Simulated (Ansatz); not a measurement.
# CHSi: the cost of one run

Program: Ansatz 0.2.0, Gaussian basis. Level of theory: def2-QZVPP, core rule «outside noble gas», up to 6 orbitals frozen. These are calculated values, not measurements.

To be run: UHF; ROHF; CCSD(T) on UHF.

## 1. What is computed

The geometry is a PBE0/def2-TZVP stationary point (not a proven minimum) of the parent state, kept for this charge and spin.

3 atoms, charge 1, spin multiplicity 5.

Atoms are counted from 1 here; the program's logs count them from 0.

Bond lengths: Si1–C2 1.893 Å, C2–H3 1.096 Å. Angles: Si1–C2–H3 133.1°.

## 2. UHF

File in.yaml:

```yaml
crystal:
  periodic: [false, false, false]
  atoms:
    - {symbol: Si, position_ang: [0.000000, 0.032553, 0.617233]}
    - {symbol: C, position_ang: [0.000000, -0.127023, -1.268554]}
    - {symbol: H, position_ang: [0.000000, 0.606549, -2.082531]}
basis:
  gaussian: {orbitals: "def2-QZVPP.json"}
total_charge: 1
magnetization: {spin_polarized: true, initial_magnetization: 4}
hamiltonian: {xc: hf}
output: {orbitals: {seedname: orbitals}}
```

The run is started by

```sh
ansatz run in.yaml --threads 1 --pin off --events-out ev --progress --plain --max-ram 4096MiB --backend cpu
```

Q: Estimate wall time and peak memory on 1 thread of AMD EPYC 7R13, shared host.

About 5.5 s, with a peak of 0.32 GiB.
